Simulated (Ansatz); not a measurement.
**Worked example: SiP⁺, quintet against SiP⁺, triplet**

Geometry (PBE0/def2-TZVP stationary point of a triplet), kept for both states (SiP⁺, triplet: Σ⁻; SiP⁺, quintet: Π):

```yaml
atoms:
  - { symbol: Si, position_ang: [0.0000, 0.0000, 0.0000] }
  - { symbol: P, position_ang: [0.0000, 0.0000, 2.2166] }
```

Basis cc-pVDZ; Ansatz 0.2.0. Correlated methods freeze the noble-gas cores. R marks a restricted (for open shells ROHF) determinant, U an unrestricted one.

Full CI is exact within this basis and frozen core; it isn't the basis-set limit. The frozen core follows each run's orbitals, which can shift R against U totals by a few meV.

```csv
level,"E(SiP⁺, triplet) (hartree)","E(SiP⁺, quintet) (hartree)"
UHF,-629.327579,-629.278825
UMP2,-629.455527,-629.392871
UCCSD(T),-629.497426,-629.430511
PBE,-630.133906,-630.060763
PBE0,-630.185268,-630.115234
full CI,-629.499452,-629.432152
```

Task: Give the vertical gap, SiP⁺ quintet less SiP⁺ triplet, at each level in eV (1 hartree = 27.2114 eV), and each error against full CI.

Result: full CI: (-629.432152 − (-629.499452)) × 27.2114 = 1.831 eV (the reference)
PBE0: (-630.115234 − (-630.185268)) × 27.2114 = 1.906 eV, error 0.075 eV
PBE: (-630.060763 − (-630.133906)) × 27.2114 = 1.990 eV, error 0.159 eV
UCCSD(T): (-629.430511 − (-629.497426)) × 27.2114 = 1.821 eV, error -0.010 eV
UMP2: (-629.392871 − (-629.455527)) × 27.2114 = 1.705 eV, error -0.126 eV
UHF: (-629.278825 − (-629.327579)) × 27.2114 = 1.327 eV, error -0.504 eV

Total energies of functionals can't be set beside those of wave-function methods, since they hold the core's correlation and their own absolute errors; only the differences compare.

In so small a basis the reference is far from its limit while semilocal and hybrid functionals are nearer theirs, so the functionals' errors here hold much of the reference's basis and frozen-core error, which can add to them or hide them.

Each level lands on the state that its own search finds. T1 diagnostics of restricted CCSD: 0.027 and 0.025.
